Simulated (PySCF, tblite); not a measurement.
# A complex of aluminium trichloride and hydrogen sulfide

A gas-phase complex of aluminium trichloride and hydrogen sulfide; neutral, singlet. The structure comes from a short search (6 tight-binding starts) and was relaxed by PBE0-D3(BJ)/def2-SVPD; another way of binding may lie lower. Frequencies by PBE0-D3(BJ)/def2-SVPD show no clear imaginary mode.

```json
{"part": "1", "name": "aluminium trichloride", "SMILES": "[Cl][Al]([Cl])[Cl]", "atoms": "1–4", "charge": "0", "multiplicity": "1"}
{"part": "2", "name": "hydrogen sulfide", "SMILES": "S", "atoms": "5–7", "charge": "0", "multiplicity": "1"}
```

Coordinates in Å:
```
Cl1    -0.670    0.384   -1.925
Al2    -0.211    0.085    0.125
Cl3     0.834    1.641    1.109
Cl4     0.114   -1.910    0.752
S5     -2.416    0.461    1.162
H6     -3.138   -0.237    0.253
H7     -2.653    1.646    0.551
```

```tsv
contact	kind (by geometry)	distance (Å)	angle (°)
Al2···S5	bond	2.466	-
```

The parts are joined by the bond Al2–S5, so these are energies of forming such bonds; deforming the relaxed parts to their shape in the adduct costs 5.3 kcal/mol, which the interaction energies leave out.

Interaction energies are complex less parts, with the parts frozen as they stand in it; counterpoise-corrected, in kcal/mol (PySCF).

Question: How strongly do the parts interact, level by level?

Answer: 
| level | interaction | superposition error removed |
| --- | --- | --- |
| wB97M-D3(BJ)/def2-TZVPD | -23.03 | -0.34 |
| PBE0-D3(BJ)/def2-TZVPD | -25.25 | -0.35 |
| RI-MP2/def2-TZVPD | -22.76 | -1.92 |

Question: What holds them together? Decompose the wB97M-D3(BJ)/def2-TZVPD energy: frozen parts, their antisymmetrised product, then relaxation.

Answer: electrostatic -39.0, Pauli repulsion +50.4, orbital relaxation -32.0, dispersion correction -2.8 kcal/mol, which sum to the value before the counterpoise correction; the Pauli term holds the exchange-correlation of the frozen density too. Of the attraction, 53 % is electrostatic, 43 % is orbital relaxation, 4 % is dispersion correction.

The parts were also relaxed and run alone, at the levels used for the complex: shieldings by PBE0/pcSseg-2; core levels by delta-SCF with SCAN, pcX-2 on the ionised atom and pcseg-1 elsewhere, spin-free X2C (2p3/2 is the spin-free 2p value less a third of a first-order spin-orbit splitting).

Values alone: shielding of Al2 (ppm): 408.5; shielding of S5 (ppm): 704.4; Cl1 2p3/2 core level (eV): 206.54; Al2 2p3/2 core level (eV): 83.02; S5 2p3/2 core level (eV): 170.38.

Question: What does binding change?

Answer: 
```json
{"property": "shielding of Al2 (ppm)", "alone": "408.5", "in the complex": "447.3", "change": "+38.7"}
{"property": "shielding of S5 (ppm)", "alone": "704.4", "in the complex": "624.0", "change": "-80.5"}
{"property": "Cl1 2p3/2 core level (eV)", "alone": "206.54", "in the complex": "205.77", "change": "-0.77"}
{"property": "Al2 2p3/2 core level (eV)", "alone": "83.02", "in the complex": "81.96", "change": "-1.07"}
{"property": "S5 2p3/2 core level (eV)", "alone": "170.38", "in the complex": "172.51", "change": "+2.13"}
```

Question: What are the binding energy from relaxed parts (wB97M-D3(BJ)/def2-TZVPD), and ΔH and ΔG of association at 298.15 K and 1 atm?

Answer: -17.70 kcal/mol, -15.60 with zero-point energy; ΔH -16.0 and ΔG -6.7 kcal/mol, from harmonic vibrations by PBE0-D3(BJ)/def2-SVPD with low modes damped.

The 6 runs behind this took 7.4 min in all, one thread each of Intel Xeon 6975P-C on a shared host, launched as `OMP_NUM_THREADS=1 python cluster_run.py task.json out`.
